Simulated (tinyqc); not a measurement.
RHF in the sto-6g basis, for BH3, spin multiplicity 1, step by step. One step of it, computed by the program tinyqc.

Question. Iteration 2: diagonalisation and new density. Diagonalise F' = X^T F X, C = X C', fill 4 alpha and 4 beta electrons from the bottom; D = 2 C_occ C_occ^T. Each column has its largest component positive (the first on a tie).

extrapolated F (hartree), order 1B 1s, 1B 2s, 1B 2px, 1B 2py, 1B 2pz, 2H 1s, 3H 1s, 4H 1s:
```
[[-9.232961, -2.339883, -0.000064, 0.000000, 0.000958, -0.285715, -0.286322, -0.286322],
 [-2.339883, -1.314219, -0.000400, 0.000000, -0.004208, -0.330656, -0.331417, -0.331417],
 [-0.000064, -0.000400, -0.427035, 0.000000, -0.000001, -0.227507, 0.112801, 0.112801],
 [0.000000, 0.000000, 0.000000, -0.507636, 0.000000, 0.000000, -0.217282, 0.217282],
 [0.000958, -0.004208, -0.000001, 0.000000, -0.839186, 0.004275, 0.004244, 0.004244],
 [-0.285715, -0.330656, -0.227507, 0.000000, 0.004275, -0.273632, -0.050762, -0.050762],
 [-0.286322, -0.331417, 0.112801, -0.217282, 0.004244, -0.050762, -0.269709, -0.045199],
 [-0.286322, -0.331417, 0.112801, 0.217282, 0.004244, -0.050762, -0.045199, -0.269709]]
```

X, order 1B 1s, 1B 2s, 1B 2px, 1B 2py, 1B 2pz, 2H 1s, 3H 1s, 4H 1s:
```
[[1.030467, -0.157296, 0.000007, 0.000000, 0.000350, 0.020440, 0.020444, 0.020444],
 [-0.157296, 1.173849, -0.000060, 0.000000, -0.002748, -0.190697, -0.190745, -0.190745],
 [0.000007, -0.000060, 1.091124, 0.000000, 0.000001, -0.216691, 0.108446, 0.108446],
 [0.000000, 0.000000, 0.000000, 1.091046, 0.000000, 0.000000, -0.187635, 0.187635],
 [0.000350, -0.002748, 0.000001, 0.000000, 1.000052, 0.003605, 0.003606, 0.003606],
 [0.020440, -0.190697, -0.216691, 0.000000, 0.003605, 1.107670, -0.007654, -0.007654],
 [0.020444, -0.190745, 0.108446, -0.187635, 0.003606, -0.007654, 1.107704, -0.007622],
 [0.020444, -0.190745, 0.108446, 0.187635, 0.003606, -0.007654, -0.007622, 1.107704]]
```

Give: F' = X^T F X; orbital energies; coefficients C; D after iteration 2.

Answer.

F' = X^T F X (hartree):
```
[[-9.1084, -1.0269, -0.0001, 0.0000, 0.0018, -0.0362, -0.0365, -0.0365],
 [-1.0269, -0.8221, -0.0007, 0.0000, -0.0059, -0.1319, -0.1349, -0.1349],
 [-0.0001, -0.0007, -0.3629, 0.0000, 0.0000, -0.1379, 0.0691, 0.0691],
 [0.0000, 0.0000, 0.0000, -0.4422, 0.0000, 0.0000, -0.1288, 0.1288],
 [0.0018, -0.0059, 0.0000, 0.0000, -0.8392, 0.0020, 0.0020, 0.0020],
 [-0.0362, -0.1319, -0.1379, 0.0000, 0.0020, -0.1526, -0.0099, -0.0099],
 [-0.0365, -0.1349, 0.0691, -0.1288, 0.0020, -0.0099, -0.1421, -0.0089],
 [-0.0365, -0.1349, 0.0691, 0.1288, 0.0020, -0.0099, -0.0089, -0.1421]]
```

orbital energies (hartree): [-9.2346, -0.8395, -0.7771, -0.5265, -0.4537, -0.0838, -0.0488, -0.0473]

coefficients C, order 1B 1s, 1B 2s, 1B 2px, 1B 2py, 1B 2pz, 2H 1s, 3H 1s, 4H 1s:
```
[[1.0040, -0.0188, -0.2551, 0.0000, 0.0011, 0.1184, 0.0000, -0.0179],
 [-0.0169, 0.0744, 0.9979, 0.0000, -0.0058, -0.7062, 0.0000, 0.1066],
 [0.0000, 0.0001, 0.0014, 0.0000, 0.8357, -0.1164, 0.0000, -0.7410],
 [0.0000, 0.0000, 0.0000, 0.8786, 0.0000, 0.0000, -0.6992, 0.0000],
 [-0.0001, 0.9973, -0.0725, 0.0000, 0.0001, 0.0137, 0.0000, -0.0020],
 [0.0034, 0.0014, 0.0343, 0.0000, 0.2443, 0.7834, 0.0000, 0.7977],
 [0.0035, 0.0015, 0.0349, 0.1611, -0.1155, 0.5849, 0.7945, -0.5450],
 [0.0035, 0.0015, 0.0349, -0.1611, -0.1155, 0.5849, -0.7945, -0.5450]]
```

D after iteration 2, order 1B 1s, 1B 2s, 1B 2px, 1B 2py, 1B 2pz, 2H 1s, 3H 1s, 4H 1s:
```
[[2.1470, -0.5458, -0.0007, 0.0000, -0.0006, -0.0107, -0.0109, -0.0109],
 [-0.5458, 2.0035, 0.0028, 0.0000, 0.0037, 0.0685, 0.0698, 0.0698],
 [-0.0007, 0.0028, 0.0000, 0.0000, 0.0000, 0.0001, 0.0001, 0.0001],
 [0.0000, 0.0000, 0.0000, 1.5437, 0.0000, 0.0000, 0.2831, -0.2831],
 [-0.0006, 0.0037, 0.0000, 0.0000, 1.9999, -0.0022, -0.0021, -0.0021],
 [-0.0107, 0.0685, 0.0001, 0.0000, -0.0022, 0.0024, 0.0024, 0.0024],
 [-0.0109, 0.0698, 0.0001, 0.2831, -0.0021, 0.0024, 0.0544, -0.0494],
 [-0.0109, 0.0698, 0.0001, -0.2831, -0.0021, 0.0024, -0.0494, 0.0544]]
```
